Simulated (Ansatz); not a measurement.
Relaxation of C$_{2}$H$_{6}$FNS (11 atoms, charge 0, multiplicity 1), to a largest force component of 0.02 eV/Å in at most 50 steps.

Computed with RKS r2SCAN-D4/def2-SVP in Ansatz.

```xyz
11
Properties=species:S:1:pos:R:3
C -1.268 1.241 0.537
S -0.351 0.751 -0.903
C 0.687 -0.418 -0.075
N 1.553 -1.155 -1.035
F -0.030 -1.333 0.590
H -0.665 1.724 1.293
H -1.854 0.449 0.945
H -1.987 2.073 0.205
H 1.383 0.101 0.693
H 1.806 -2.003 -0.534
H 0.791 -1.488 -1.697
```

Question: Where does it end, and by what steps?

Answer: The forces met the threshold. After 8 steps the energy has fallen by 0.500 eV; H10 moved furthest, 0.30 Å.

```tsv
step	energy less start (eV)	largest force component (eV/Å)	accepted
0	0.0000	3.874	yes
1	-0.3449	1.796	yes
2	-0.4603	0.873	yes
3	-0.4876	0.438	yes
4	-0.4975	0.190	yes
5	-0.4902	0.432	no
6	-0.4998	0.042	yes
7	-0.5000	0.026	yes
8	-0.5000	0.015	yes
```

```xyz
11
Properties=species:S:1:pos:R:3
C -1.314 1.306 0.535
S -0.269 0.820 -0.864
C 0.726 -0.470 -0.050
N 1.408 -1.177 -1.049
F -0.124 -1.280 0.732
H -0.713 1.717 1.361
H -1.906 0.452 0.890
H -1.988 2.092 0.163
H 1.438 -0.026 0.667
H 2.044 -1.871 -0.662
H 0.763 -1.621 -1.702
```

Whether the end is a true minimum wasn't checked by a vibrational analysis.

The run took 32 s on 2 threads of Intel(R) Xeon(R) Platinum 8488C (Sapphire Rapids), with other jobs on the host, peak memory 0.19 GiB.
